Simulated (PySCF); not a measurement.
**Complex of acetonitrile and fluoride**

A gas-phase complex of acetonitrile and fluoride; charge -1, singlet. The structure comes from a short search (a few tight-binding starts) and was relaxed by PBE0-D3(BJ)/def2-SVPD; another way of binding may lie lower. No frequency run checks that it is a minimum.

Parts: 1 = acetonitrile (CC#N), atoms 1–6; 2 = fluoride ([F-]), atoms 7, charge -1.

```
atom  part   x (Å)   y (Å)   z (Å)
  C1     1  -0.485   0.051   0.038
  C2     1   0.949  -0.030   0.032
  N3     1   2.112  -0.076   0.018
  H4     1  -0.942   1.113  -0.388
  H5     1  -0.857  -0.073   1.067
  H6     1  -0.904  -0.752  -0.587
  F7     2  -1.603   2.213  -0.831
```

Contacts between parts, classed by geometry: H4···F7 1.358 Å (C–H hydrogen bond, 173°).

Interaction energies are complex less parts, with the parts frozen as they stand in it; counterpoise-corrected, in kcal/mol (PySCF). The CCSD(T) estimate is Hartree-Fock/aug-cc-pVTZ, plus the MP2 correlation part extrapolated as X⁻³ from aug-cc-pVDZ and aug-cc-pVTZ, plus CCSD(T) less MP2 in aug-cc-pVDZ; noble-gas cores are frozen. It isn't the exact limit.

Task: Give the interaction energy at each level run.

Result: 
```json
{"level": "Hartree-Fock/aug-cc-pVTZ", "interaction": "-26.65", "superposition error removed": "-"}
{"level": "MP2/aug-cc-pVTZ", "interaction": "-29.40", "superposition error removed": "-1.25"}
{"level": "CCSD(T), estimated basis limit", "interaction": "-29.69", "superposition error removed": "-"}
```

Task: What holds them together? Decompose the MP2/aug-cc-pVTZ energy: frozen parts, their antisymmetrised product, then relaxation.

Result: electrostatic -51.1, Pauli repulsion +68.2, orbital relaxation -43.9, correlation -3.9 kcal/mol, which sum to the value before the counterpoise correction, the first three by Hartree-Fock. Of the attraction, 52 % is electrostatic, 44 % is orbital relaxation, 4 % is correlation.
